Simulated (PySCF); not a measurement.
# Assigning NMR signals

Geometry:
```json
{"atom": "C1", "x (Å)": "-1.164", "y (Å)": "-1.139", "z (Å)": "-1.137"}
{"atom": "C2", "x (Å)": "-1.951", "y (Å)": "-0.346", "z (Å)": "-0.134"}
{"atom": "C3", "x (Å)": "-0.481", "y (Å)": "-0.567", "z (Å)": "0.070"}
{"atom": "C4", "x (Å)": "0.481", "y (Å)": "0.567", "z (Å)": "-0.070"}
{"atom": "C5", "x (Å)": "1.164", "y (Å)": "1.139", "z (Å)": "1.137"}
{"atom": "C6", "x (Å)": "1.951", "y (Å)": "0.346", "z (Å)": "0.134"}
{"atom": "H7", "x (Å)": "-0.953", "y (Å)": "-0.675", "z (Å)": "-2.105"}
{"atom": "H8", "x (Å)": "-1.317", "y (Å)": "-2.221", "z (Å)": "-1.186"}
{"atom": "H9", "x (Å)": "-2.656", "y (Å)": "-0.874", "z (Å)": "0.514"}
{"atom": "H10", "x (Å)": "-2.273", "y (Å)": "0.659", "z (Å)": "-0.418"}
{"atom": "H11", "x (Å)": "-0.206", "y (Å)": "-1.285", "z (Å)": "0.852"}
{"atom": "H12", "x (Å)": "0.206", "y (Å)": "1.285", "z (Å)": "-0.852"}
{"atom": "H13", "x (Å)": "1.317", "y (Å)": "2.221", "z (Å)": "1.186"}
{"atom": "H14", "x (Å)": "0.953", "y (Å)": "0.675", "z (Å)": "2.105"}
{"atom": "H15", "x (Å)": "2.656", "y (Å)": "0.874", "z (Å)": "-0.514"}
{"atom": "H16", "x (Å)": "2.273", "y (Å)": "-0.659", "z (Å)": "0.418"}
```

- σ from GIAO-PBE0/pcSseg-1
- B3LYP/pcJ-1 coupling constants (without the spin–dipole term)
- coordinates at the PBE0-D3(BJ)/def2-SVP level
- code: PySCF
- single conformer, no solvent, non-relativistic, equivalent nuclei averaged

References, each an isolated molecule treated in the same way: TMS for 13C, 1H.

Question: Assign these signals to the numbered atoms. 13C{1H} NMR (computed): δ 17.1 (CH), 5.9 (CH2).

Answer: 
```tsv
δ (ppm)	atoms	environment	reason
17.1	C3/C4	three-membered-ring carbon	carbons of three-membered rings are unusually shielded
5.9	C1/C2/C5/C6	three-membered-ring carbon	–
```

Question: Assign these signals to the numbered atoms. 1H NMR (300 MHz, computed): δ 0.49 (m, 4H), 0.17 (m, 4H), -0.34 (m, 2H).

Answer: 
| δ (ppm) | atoms | environment | reason |
| --- | --- | --- | --- |
| 0.49 | H8/H9/H13/H15 | hydrogen on a three-membered-ring carbon | cyclopropane-type protons are shielded by the ring |
| 0.17 | H7/H10/H14/H16 | hydrogen on a three-membered-ring carbon | – |
| -0.34 | H11/H12 | hydrogen on a three-membered-ring carbon | – |

Splittings below 1 Hz are ignored in the labels, and close J values are merged. Couplings among chemically equivalent protons are left out too, so labels in AA′BB′ or AA′XX′ sets are apparent multiplicities. Unscaled 3J(H,H) at this level run about 10 % above measured values. Shifts are as computed. Against solution values, carbons near 30 ppm lie about +2 ppm off and those near 130 ppm about +5 ppm. Of 1211 compounds with measured shifts, 218 miss one by over three times the rms of a fit or turn the order of signals round; such compounds aren't used in these exercises.
